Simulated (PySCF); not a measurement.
One molecule, a ladder of functionals, a line

Molecule: 3,3-dimethyl-1-butene (SMILES C=CC(C)(C)C).

Numbering as in the mapped SMILES `[CH2:1]=[CH:2][C:3]([CH3:4])([CH3:5])[CH3:6]` (H(Xn): hydrogen on atom n). Ha(C1) is cis to C3; Hb(C1) is trans to C3.

GIAO shieldings (ppm, equivalent atoms averaged) in PySCF 2.14 on the PBE0-D3(BJ)/def2-SVP geometry, basis pcSseg-1, gas phase, non-relativistic:

```csv
functional,exact exchange (%),σ(C3)
BLYP,0,136.7
BP86,0,141.8
PBE,0,142.6
PBE0,25,149.7
mPW1PW91,25,148.9
BHandHLYP,50,150.9
HF,100,163.5
```

Question: Fit each shielding as a line in the percentage of exact exchange.

Answer: σ(C3) = 141.3 + 0.23 x (rms 2.3 ppm). The functionals also differ in their semilocal parts, which the line can't hold; Hartree–Fock has no correlation at all.

Question: What does the line predict for B3LYP (20 %), and what does the run give?

Answer: σ(C3): 145.9 predicted, 142.9 computed ppm.
